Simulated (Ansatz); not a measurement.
Gas-phase electronic energies from Ansatz, PBE0-D4/def2-TZVP geometries. CBS: MP2 limit from def2 TZ/QZ plus the TZ coupled-cluster correction, frozen cores. Functionals use def2-TZVPP. One conformer a species, not always the lowest.

Reaction (isomerisation): `C/N=C/OC` → `C=C(N)OC`

`C/N=C/OC`:

Z-matrix (Å, degrees):
```
C
N 1 1.439
H 1 1.100 2 113.8
H 1 1.093 2 109.7 3 -121.4
H 1 1.093 2 109.7 3 121.4
C 2 1.256 1 117.6 3 -0.0
O 6 1.334 2 124.1 1 180.0
H 6 1.095 2 125.5 1 -0.0
C 7 1.420 6 115.6 2 0.0
H 9 1.092 7 110.7 6 60.0
H 9 1.092 7 110.7 6 -60.1
H 9 1.088 7 105.9 6 180.0
```

`C=C(N)OC`:

Z-matrix (Å, degrees):
```
C
O 1 1.407
H 1 1.095 2 111.1
H 1 1.094 2 111.0 3 121.7
H 1 1.089 2 106.3 3 -119.2
C 2 1.349 1 117.1 3 -59.9
N 6 1.382 2 108.9 1 -177.8
C 6 1.340 2 125.8 1 -0.1
H 7 1.006 6 114.1 2 -162.3
H 7 1.008 6 113.3 2 -31.3
H 8 1.081 6 119.7 2 179.2
H 8 1.077 6 122.3 2 -2.8
```

```csv
level,ΔE (kJ/mol)
BHLYP-D4,0.8
CAM-B3LYP,3.4
CCSD(T)/def2-SVP,20.4
HF/CBS(def2),6.9
```

What does CCSD(T)/CBS give? (Estimate.)

Computed: +2.0 kJ/mol. The listed levels differ from it by -1.2, 1.4, 18.4, 4.9 kJ/mol.

Largest T1 diagnostic among the species: 0.013.

At CCSD(T), def2-SVP lies +18.4 kJ/mol from the extrapolated value and def2-TZVPP +5.2 kJ/mol. From r2SCAN to r2SCAN0 (25 % exact exchange), in def2-TZVPP and without D4, ΔE moves by −3.4 kJ/mol.

CCSD(T)/CBS has its own doubt, a few kJ/mol and more with outer-core shells, so smaller differences from it don't rank the levels.
